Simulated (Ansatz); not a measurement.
Input file:

```yaml
crystal:
  periodic: [false, false, false]
  atoms:
    - {symbol: Al, position_ang: [0.000000, 0.000000, 0.000000]}
    - {symbol: H, position_ang: [0.000000, 0.000000, 2.254000]}
basis:
  gaussian: {orbitals: cc-pVQZ}
magnetization: {spin_polarized: false}
correlation: {method: ccsdt_q, electrons: outside_noble_gas}
```

```sh
$ ansatz run in.yaml --threads 1 --pin off --events-out ev --progress --plain --max-ram 2393MiB
```

Output:

```
959 factors; integrals over basis functions are off by at most 2.4e-7 eV
mean field evaluation 1: about -6596.1364 eV, gradient 8.6e0 eV
mean field evaluation 2: about -6596.1368 eV, gradient 8.6e0 eV
mean field evaluation 4: about -6596.7916 eV, gradient 7.7e-1 eV
mean field evaluation 8: about -6596.7979 eV, gradient 6.6e-4 eV
mean field evaluation 16: about -6596.7979 eV, gradient 5.6e-6 eV
mean field -6596.79790164 eV, -242.4278514149 hartree, gradient 5.6e-6 eV, S^2 0.000000; 0 other end points of the search recorded, 0 dependent functions left out
5 core orbitals not correlated: weight in the atoms' cores, before any rotation towards them, 1.000 or more for the frozen orbitals, at most 0.000 for the correlated occupied ones
reference -6596.79790164 eV, -242.4278514149 hartree; 2, 2 occupied and 82, 82 virtual orbitals, 959 factors
second order -1.79959849 eV of doubles, -0.00000000 eV of singles
cycle   1  -2.12473046 eV  change   -3.3e-1 eV  update   7.3e-2
cycle   2  -2.42502078 eV  change   -3.0e-1 eV  update   3.8e-2
cycle   3  -2.43795834 eV  change   -1.3e-2 eV  update   1.2e-2
cycle   4  -2.44343205 eV  change   -5.5e-3 eV  update   5.7e-3
cycle   5  -2.44654223 eV  change   -3.1e-3 eV  update   1.9e-3
cycle   6  -2.44568290 eV  change    8.6e-4 eV  update   8.4e-4
cycle   7  -2.44546394 eV  change    2.2e-4 eV  update   3.0e-4
cycle   8  -2.44576349 eV  change   -3.0e-4 eV  update   1.4e-4
cycle   9  -2.44582490 eV  change   -6.1e-5 eV  update   5.2e-5
cycle  10  -2.44578029 eV  change    4.5e-5 eV  update   1.8e-5
cycle  11  -2.44578295 eV  change   -2.7e-6 eV  update   6.8e-6
cycle  12  -2.44578611 eV  change   -3.2e-6 eV  update   2.7e-6
cycle  13  -2.44578829 eV  change   -2.2e-6 eV  update   7.2e-7
cycle  14  -2.44578835 eV  change   -6.2e-8 eV  update   2.5e-7
perturbative correction -0.00232446 eV, -0.0000854223 hartree
Total energy: -6599.24601445 eV, -242.5178179014 hartree
```

For the same geometry and basis full CI lies 0.4 meV lower.

Ran on 1 thread of Arm Neoverse V2, shared host: 10 s wall, 0.35 GiB peak host memory.
